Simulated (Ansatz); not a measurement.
Reaction (SMILES): N=C=O + 4 [H][H] (H2) → C (CH4) + N (NH3) + O (H2O)
B3LYP-D3(BJ)/def2-TZVP geometries, fixed; electronic energies without zero-point terms.

The energy of full hydrogenation at CCSD(T) with Ansatz (a program for electronic structure), in kcal/mol, split into its Hartree-Fock and correlation parts. Cores are frozen. No added dispersion term, no relativity. Functions are those of the species that has most.

```
basis    X  functions  Hartree-Fock  CCSD(T)
-------  -  ---------  ------------  -------
cc-pVDZ  2         47        -79.73   -68.55
cc-pVTZ  3        104        -79.56   -76.23
cc-pVQZ  4        195        -80.11   -78.09
cc-pV5Z  5        328        -80.79   -78.91
```

Worked estimate of the basis-set limit from each neighbouring pair, with Hartree-Fock from the larger set and the correlation part extrapolated as X^-3.
Correlation parts: X = 2: 11.18, X = 3: 3.33, X = 4: 2.02, X = 5: 1.88.
- (2,3): (27·(3.33) - 8·(11.18))/19 = 0.02; with Hartree-Fock -79.56 the estimate is -79.54 kcal/mol.
- (3,4): (64·(2.02) - 27·(3.33))/37 = 1.06; with Hartree-Fock -80.11 the estimate is -79.05 kcal/mol.
- (4,5): (125·(1.88) - 64·(2.02))/61 = 1.73; with Hartree-Fock -80.79 the estimate is -79.06 kcal/mol.
The last two estimates differ by 0.01 kcal/mol; the largest set lies 0.15 from the last. Over the last step Hartree-Fock moves by -0.68 and the correlation part by -0.14.
